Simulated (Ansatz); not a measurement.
`C[Si]F` and `F[SiH]` differ in one atom or group.

Ansatz, PBE0-D4/def2-TZVP geometries, multiplicity 1. 

```tsv
property	`C[Si]F`
LUMO energy (B3LYP/def2-TZVPP) / eV	-2.32
vertical ionisation energy (CCSD(T)/CBS(def2)) / eV	9.22
LUMO energy (PBE0/def2-TZVPP) / eV	-2.11
LUMO energy (ωB97M-V/def2-TZVPP) / eV	-0.09
HOMO energy (ωB97M-V/def2-TZVPP) / eV	-8.71
HOMO–LUMO gap (B3LYP/def2-TZVPP) / eV	4.12
```

(1) Give the same properties after the change, and the shifts. (Best estimate.)

## Answers

(1) The calculation gave: 
```csv
property,`F[SiH]`,shift
LUMO energy (B3LYP/def2-TZVPP) / eV,-2.85,-0.53
vertical ionisation energy (CCSD(T)/CBS(def2)) / eV,9.78,0.56
LUMO energy (PBE0/def2-TZVPP) / eV,-2.65,-0.54
LUMO energy (ωB97M-V/def2-TZVPP) / eV,-0.60,-0.51
HOMO energy (ωB97M-V/def2-TZVPP) / eV,-9.07,-0.36
HOMO–LUMO gap (B3LYP/def2-TZVPP) / eV,3.95,-0.17
```

With PBE0 the HOMO falls by 0.36 eV and the LUMO falls by 0.54 eV, so the gap narrows by about 0.18 eV. PBE moves the HOMO by -0.34 eV and ωB97M-V by -0.36 eV. The zero-point energy changes by -76.3 kJ/mol with -9 modes.

B3LYP here is the variant with VWN-RPA as its local correlation; programs differ in this.
